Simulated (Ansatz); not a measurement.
Reaction (SMILES): C=C=O + H+ → C=C=[OH+]
B3LYP-D3(BJ)/def2-TZVP geometries, fixed; electronic energies without zero-point terms; positive where energy is released.

How fast the proton affinity converges with the basis for several methods (Ansatz, an electronic-structure program): deviation from each method's own reference, in kcal/mol. References: B3LYP 161.89 kcal/mol, the value in aug-pcseg-3; CCSD(T) 160.74 kcal/mol, Hartree-Fock in cc-pVQZ plus the correlation part extrapolated as X^-3 from cc-pVTZ and cc-pVQZ; HF 166.58 kcal/mol, the value in aug-pcseg-3; MP2 155.60 kcal/mol, Hartree-Fock in aug-cc-pVQZ plus the correlation part extrapolated as X^-3 from aug-cc-pVTZ and aug-cc-pVQZ; PBE 160.93 kcal/mol, the value in aug-pcseg-3; wB97M-V 160.21 kcal/mol, the value in aug-pcseg-3. Cartesian d functions, on some or all atoms, in 6-31G*, 6-31G**; all else is spherical. In correlated methods cores are frozen. The proton sits at the site shown, which need not be the one that binds it best. No added dispersion term, no relativity. Functionals ending in -V hold VV10 correlation. 

```json
[
 {"basis": "3-21G", "functions": "33", "B3LYP": "-0.20", "CCSD(T)": "2.81", "HF": "-1.02", "MP2": "1.72", "PBE": "-0.82", "wB97M-V": "0.06"},
 {"basis": "pcseg-0", "functions": "33", "B3LYP": "-7.30", "CCSD(T)": "-4.19", "HF": "-7.61", "MP2": "-5.23", "PBE": "-7.82", "wB97M-V": "-7.15"},
 {"basis": "6-31G*", "functions": "51", "B3LYP": "0.05", "CCSD(T)": "-0.03", "HF": "-2.83", "MP2": "-0.24", "PBE": "-0.01", "wB97M-V": "-0.33"},
 {"basis": "cc-pVDZ", "functions": "57", "B3LYP": "0.78", "CCSD(T)": "2.69", "HF": "-0.87", "MP2": "2.30", "PBE": "0.73", "wB97M-V": "0.37"},
 {"basis": "6-31G**", "functions": "60", "B3LYP": "3.84", "CCSD(T)": "6.05", "HF": "1.65", "MP2": "5.78", "PBE": "3.76", "wB97M-V": "3.50"},
 {"basis": "def2-SVPD", "functions": "87", "B3LYP": "-0.84", "CCSD(T)": "0.73", "HF": "-1.09", "MP2": "0.46", "PBE": "-0.84", "wB97M-V": "-1.08"},
 {"basis": "6-311++G(2d,2p)", "functions": "111", "B3LYP": "-0.40", "CCSD(T)": "0.68", "HF": "-0.49", "MP2": "0.49", "PBE": "-0.36", "wB97M-V": "-0.46"},
 {"basis": "cc-pVTZ", "functions": "132", "B3LYP": "0.47", "CCSD(T)": "1.72", "HF": "0.22", "MP2": "1.72", "PBE": "0.62", "wB97M-V": "0.60"},
 {"basis": "pcseg-2", "functions": "132", "B3LYP": "-0.21", "CCSD(T)": "1.45", "HF": "-0.21", "MP2": "1.37", "PBE": "-0.22", "wB97M-V": "-0.23"},
 {"basis": "jun-cc-pV(T+d)Z", "functions": "159", "B3LYP": "-0.19", "CCSD(T)": "0.67", "HF": "-0.21", "MP2": "0.65", "PBE": "-0.13", "wB97M-V": "-0.16"},
 {"basis": "aug-pcseg-2", "functions": "207", "B3LYP": "-0.11", "CCSD(T)": "0.84", "HF": "-0.11", "MP2": "0.87", "PBE": "-0.13", "wB97M-V": "-0.19"},
 {"basis": "pcseg-3", "functions": "279", "B3LYP": "0.01", "CCSD(T)": "0.69", "HF": "0.02", "MP2": "0.76", "PBE": "0.00", "wB97M-V": "0.01"}
]
```

Mean absolute deviation over 6-311++G(2d,2p), cc-pVTZ, pcseg-2, jun-cc-pV(T+d)Z, aug-pcseg-2: HF 0.25, B3LYP 0.28, PBE 0.29, wB97M-V 0.33, MP2 1.02, CCSD(T) 1.07 kcal/mol.
